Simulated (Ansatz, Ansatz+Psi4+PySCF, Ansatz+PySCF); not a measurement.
```xyz
2

C    -0.7011    0.0000    1.4256
N     0.2965    0.0000    2.1229
```

Basis set: cc-pVTZ (spherical functions). Frozen core: 2 orbitals. Charge 0, multiplicity 2.

Computed with Ansatz (development build ahead of 0.2.0); each method stands on the lowest determinant of its kind that the runs found.

The atomization energy at this shape (free ground-state atoms in the same class of orbitals less the molecule, no zero-point energy) of doublet CN:

```json
{"method": "UHF-MP2", "atomization energy": "624.8 kJ/mol"}
{"method": "UHF", "atomization energy": "359.3 kJ/mol"}
```

Task: What does ROHF give?

Result: 346.4 kJ/mol. Caution: the shape is not the minimum. Caution for UHF-MP2: forces differ strongly between restricted and unrestricted references. Caution for UHF-MP2, UHF: the unrestricted determinant is spin contaminated.
